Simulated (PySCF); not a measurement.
These 2 structures share the formula C5H12S. Level of theory: PySCF, PBE0-D3(BJ)/def2-SVP geometry optimisation, gas phase. Energies are electronic, without zero-point or thermal terms, for one conformer each. No frequencies were run at this level. Point groups hold within 0.08 Å.

Question: Order them by energy at this level, lowest first, and give relative energies in kJ/mol.
A. `[CH3:1][C:2]([CH3:3])([CH3:4])[CH2:5][SH:6]` with C2–C5–S6–H 75° (neopentyl mercaptan)
B. `[CH3:1][CH:2]([CH3:3])[C@@H:4]([CH3:5])[SH:6]` with C1–C2–C4–C5 -59°, C2–C4–S6–H -77°

Answer: A (0.0), B (3.7).

As drawn, the lower has a quaternary carbon, which the higher lacks. Neighbours under 10 kJ/mol apart (CC(C)(C)CS and CC(C)[C@@H](C)S) can change places with a better method, another conformer or zero-point energy.

```csv
SMILES,E (Eh),E rel (kJ/mol),dipole (D),point group,"A, B, C (MHz)"
CC(C)(C)CS,-595.32063,0.0,1.54,–,"4336, 1693, 1687"
CC(C)[C@@H](C)S,-595.31921,3.7,1.62,C1,"3900, 1825, 1620"
```

Question: As an exercise, what shares would exp(−E/RT) give at 500 K from these electronic energies alone (no entropy, no degeneracies)?

Answer: RT = 4.157 kJ/mol: CC(C)(C)CS 71.0 %, CC(C)[C@@H](C)S 29.0 %.
